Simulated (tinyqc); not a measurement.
The integration grid: Kohn-Sham B3LYP on finer and finer grids in the sto-3g basis, for CH2, spin multiplicity 1. Computed by the program tinyqc with PySCF. Command: `OMP_NUM_THREADS=1 python tinyqc.py 111105 111106 out.jsonl`; one thread of a shared host (Intel(R) Xeon(R) Processor @ 2.60GHz), about 4 s.

Geometry (angstrom):

| atom | x | y | z |
|---|---|---|---|
| C | 0.0000 | 0.0000 | 0.0000 |
| H | 0.0000 | 0.9930 | 0.5730 |
| H | 0.0000 | -1.0190 | 0.5880 |

Self-consistent on each grid; the net force on the molecule should vanish.

Kohn-Sham energy on Becke grids (radial x angular points per atom):

| grid | points | residual of the electron count | E (hartree) | E - finest (mhartree) | largest net force without grid terms (hartree/bohr) |
|---|---|---|---|---|---|
| 10 x 14 | 418 | 2.11e-02 | -38.591110 | 11.753192 | 3.77e-02 |
| 15 x 26 | 1165 | 6.74e-03 | -38.604586 | -1.722696 | 7.47e-03 |
| 20 x 50 | 2992 | 4.17e-04 | -38.603273 | -0.409478 | 7.42e-04 |
| 30 x 86 | 7732 | 3.27e-04 | -38.602958 | -0.094312 | 5.28e-04 |
| 50 x 194 | 29086 | 1.03e-06 | -38.602862 | 0.000867 | 1.10e-05 |
| 75 x 302 | 67891 | 2.19e-08 | -38.602863 | 0.000000 | 1.10e-06 |
| 120 x 590 | 212215 | -9.44e-09 | -38.602863 | 0.000000 | 3.24e-08 |

The energy is within 0.1 mhartree of the finest grid first at 30 x 86. The error has both signs, since quadrature is not variational. The electron count and the net force are cheap signs of a poor grid.
